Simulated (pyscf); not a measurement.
•H₂C–Zn–Cl + methane (CH₄) → H₃C–Zn–Cl + methyl (CH₃•) (hydrogen abstraction; doublet surface; C–H broken, C–H formed). PySCF, gas phase, ωB97X-D3(BJ)/def2-SVP geometries. Energies in kJ/mol from the separated reactants.

```
level                   barrier  reaction energy
----------------------  -------  ---------------
ωB97X-D3(BJ)/def2-TZVP     74.7            +20.3
PBE/def2-TZVP              49.7            +17.5
B3LYP-D3(BJ)/def2-TZVP     64.3            +17.7
PBE0-D3(BJ)/def2-TZVP      60.8            +16.9
M06-2X/def2-TZVP           75.9            +17.7
ωB97M-D3(BJ)/def2-TZVP     77.4            +17.7
```

The functionals in the table span 27.7 kJ/mol in this barrier, from PBE to ωB97M-D3(BJ)/def2-TZVP. On the product side the descent ends in a complex, 24.2 kJ/mol under the separated species and 78.6 kJ/mol under the saddle at ωB97X-D3(BJ)/def2-TZVP. This is the saddle that the search found; another between the same sides may lie lower. The angle at the transferred H is 175°. Elements up to Kr have no core potential and no relativistic terms here.
